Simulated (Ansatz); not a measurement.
# MgSiH3+ (SMILES [MgH][SiH2+]): functionals against CCSD(T) at one geometry

One table from this session's results is given with a row withheld; the runs are named, their logs left out.

Program: Ansatz 0.2.0, Gaussian basis. Level of theory: single points in def2-TZVPP. These are calculated values, not measurements.

Cores are frozen in the correlated methods. The outer core shell of Li, Na, Mg and K is correlated.

### The starting structure

SMILES `[MgH][SiH2+]`, 5 atoms, charge 1, spin multiplicity 1.

Atoms are counted from 1 here; the program's logs count them from 0.

Bond lengths: Mg1–Si2 2.733 Å, Mg1–H3 1.596 Å, Si2–H4 1.494 Å, Si2–H5 1.507 Å. Angles: Si2–Mg1–H3 176.9°, Mg1–Si2–H4 130.6°, Mg1–Si2–H5 128.8°, H4–Si2–H5 100.6°.

Geometry (Å):

```
Mg    0.6191   -1.3464    0.8444
Si   -0.3514    0.7979   -0.5437
H     1.1303   -2.5801    1.7183
H    -1.6001    0.9499   -1.3506
H     0.2467    2.1733   -0.6950
```

Set-up of the first run:

run/in.yaml

```yaml
crystal:
  periodic: [false, false, false]
  atoms:
    - {symbol: Mg, position_ang: [0.619100, -1.346400, 0.844400]}
    - {symbol: Si, position_ang: [-0.351400, 0.797900, -0.543700]}
    - {symbol: H, position_ang: [1.130300, -2.580100, 1.718300]}
    - {symbol: H, position_ang: [-1.600100, 0.949900, -1.350600]}
    - {symbol: H, position_ang: [0.246700, 2.173300, -0.695000]}
basis:
  gaussian: {orbitals: def2-TZVPP}
total_charge: 1
correlation: {method: ccsd_t}
output: {forces: true}
```

No record of the launch command was kept for these runs.

Steps of the session up to this table: CCSD(T)/def2-TZVPP; PBE0-D4/def2-TZVPP; wB97M-V/def2-TZVPP; r2SCAN-D4/def2-TZVPP; PBE-D4/def2-TZVPP; r2SCANh-D4/def2-TZVPP; HSE06-D4/def2-TZVPP.

One table of the session follows, with a row left open; its other results are not shown here.

```
    method  RMS force component (eV/Å)  angle to CCSD(T) forces (°)
   CCSD(T)                       0.363                    reference
   PBE0-D4                           ?                            ?
   wB97M-V                       0.372                          6.3
 r2SCAN-D4                       0.363                          8.6
    PBE-D4                       0.343                         25.8
r2SCANh-D4                       0.372                          5.0
  HSE06-D4                       0.360                         10.5
```

Q: Estimate the row for PBE0-D4 from the others.

The run gave: RMS force component (eV/Å): 0.360; angle to CCSD(T) forces (°): 10.1.
